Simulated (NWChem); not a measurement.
## Correlation energy of F

SMILES: [F]
```xyz
1

F      0.0000     0.0000     0.0000
```
Charge 0, spin multiplicity 2.

Everything below was run with NWChem.

Basis set: cc-pVDZ. Each correlation energy counts from its own Hartree-Fock reference.

The correlated methods keep 1 core orbital frozen. The stability of the SCF solutions was not checked. Open-shell Hartree-Fock references start from PBE0 orbitals. Coupled-cluster values serve here as a point of comparison, not as the truth.

### Question
Order these methods by the correlation energy they give, lowest first: URI-MP2, SCS-UMP2, CCSD on UHF, CCSD[T] on UHF, CCSD on ROHF, CCSD[T] on ROHF.

### Answer
CCSD[T] on ROHF (-155.7 mHa), CCSD on ROHF (-154.8 mHa), CCSD[T] on UHF (-152.4 mHa), CCSD on UHF (-151.4 mHa), URI-MP2 (-140.6 mHa), SCS-UMP2 (-137.8 mHa)
